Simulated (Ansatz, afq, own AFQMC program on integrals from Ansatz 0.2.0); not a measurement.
AFQMC on a folder of integrals that Ansatz 0.2.0 wrote.

```yaml
crystal:
  periodic: [false, false, false]
  atoms:
    - {symbol: Al, position_ang: [0.066513, -0.112719, 0.000230]}
    - {symbol: H, position_ang: [1.652289, -0.097668, 0.000147]}
    - {symbol: H, position_ang: [-2.719423, 4.608594, -0.009414]}
    - {symbol: H, position_ang: [-0.713340, -1.493564, 0.003103]}
basis:
  gaussian: {orbitals: cc-pVDZ}
magnetization: {spin_polarized: true, initial_magnetization: 0}
correlation: {method: ccsd_t, electrons: outside_noble_gas, hamiltonian_folder: ham}
```

```sh
$ ansatz run in.yaml --threads 1 --pin off --events-out ev --progress --plain --max-ram 16896MiB --backend cuda --devices 0, --max-vram 18GiB
```

Options of the walk:

```
--method phaseless --trial mp1 --walkers 40 --populations 1 --least-time 40 --time-step 0.0025 --steps-per-block 25 --equilibration-blocks 48 --max-blocks 320 --target-error 0.00116 --factor-cut 1e-05 --start determinant --seed 7092 --taylor-order 6
```

Times are imaginary, in 1/Eh. The walk had a cap of 60 s.

Output of the walk:

```
orbitals 28  electrons 3 3  factors 176 of 309
reference energy -243.52503654 Eh
CCSD correlation -0.07505876 Eh in 15 cycles, weight of the determinant in the CISD state 0.9461
energy of the start -243.580783 Eh
 block  time / (1/Eh)  mean weight  energy / Eh
     1     0.062  1.0003  -243.582501
     2     0.125  0.9996  -243.583969
     3     0.188  1.0000  -243.585571
     4     0.250  0.9998  -243.587242
     5     0.312  1.0005  -243.588088
     9     0.562  0.9998  -243.592718
    37     2.312  0.9996  -243.602545
    73     4.562  1.0006  -243.599789
   109     6.813  1.0001  -243.600191
   127     7.938  1.0003  -243.606988
   145     9.062  0.9986  -243.603217
   181    11.312  1.0002  -243.600697
   217    13.562  1.0003  -243.600859
   253    15.813  1.0005  -243.598093
   262    16.375  1.0010  -243.595918
   289    18.062  1.0001  -243.602973
   325    20.312  0.9992  -243.599788
   361    22.562  1.0005  -243.598335
blocks merged  error / Eh  count
     1  0.000141  320
     2  0.000192  160
     4  0.000257  80
     8  0.000329  40
    16  0.000416  20
    32  0.000525  10
energy -243.600864 +/- 0.000416 Eh
(rows thinned)
```

The run failed at least one of its tests; the cautions name the faults.

Against this walk (error 11.3 meV) on the same determinant: CCSD(T) 7.9 meV lower (within the noise), CCSDT(Q) 20.5 meV lower (within the noise), CCSDTQ 21.4 meV lower (within the noise), full CI 21.4 meV lower (within the noise), a separate phaseless walk with a CISD trial and standard settings 18.5 ± 11.4 meV lower (within the noise). The error is statistical and leaves out the bias of the constraint. The determinant has ⟨S²⟩ = 1.00, so the low cluster orders mix in higher spin, and so can this walk. The determinant is a poor start (see the cautions), so the low cluster orders aren't to be relied on, and full CI is the sure value.

Cautions: constraint bias not in the error; error not settled; unrestricted determinant spin contaminated (⟨S²⟩ 1.00 against 0.00); the CCSDTQ amplitudes may be one of several solutions (largest double 0.57); the next higher spin lies close (within 5 meV by full CI); the sampling time fell short of the least asked.

The walk took 44 s on 1 × NVIDIA H100 80GB HBM3 with 2 threads of AMD EPYC 7R13 Processor (Zen 3), on a shared host (the card was shared). The log's last line is the phaseless energy.

CCSDT and higher add their correlation energy to the determinant of the CCSD(T) run, since their own runs factorise the integrals more tightly (a shift of under 2 meV). A walk keeps the symmetry of its determinant, which the program's search chose and which needn't be the lowest solution, so a lower state of the same spin and another symmetry isn't excluded.
